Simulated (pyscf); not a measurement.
PySCF, gas phase, ωB97X-D3(BJ)/def2-SVP geometries.

Task: H₃C–N(CH₃)–AlH₂ + NH₃ → H₃C–N(CH₃)–AlH–NH₂ + H₂
Surface: singlet. Broken: Al–H, H–N. Formed: Al–N, H–H. Give ΔE‡ and ΔE from ωB97M-D3(BJ)/def2-TZVP, relative to the separated reactants.

Result: ΔE‡ = 30.9 kJ/mol, ΔE = -64.5 kJ/mol. Zero-point energy shifts the barrier by -3.9 kJ/mol. It is a four-centre exchange, with an imaginary mode of 1327i cm⁻¹. On the reactant side the descent ends in an adduct with a Al–N contact (not fully relaxed), 103.5 kJ/mol under the separated species and 128.9 kJ/mol under the saddle at ωB97X-D3(BJ)/def2-TZVP. What is counted as formed (Al–N) is already present as a longer contact in the reactant adduct; forming that adduct is a step of its own. At the saddle there is also a short Al–H contact that neither side keeps. H₃C–N(CH₃)–AlH₂ lies 154.1 kJ/mol over its isomer H₃C–Al(CH₃)–NH₂, and others may lie lower still (electronic energy, ωB97M-D3(BJ)). This is the saddle that the search found; another between the same sides may lie lower.
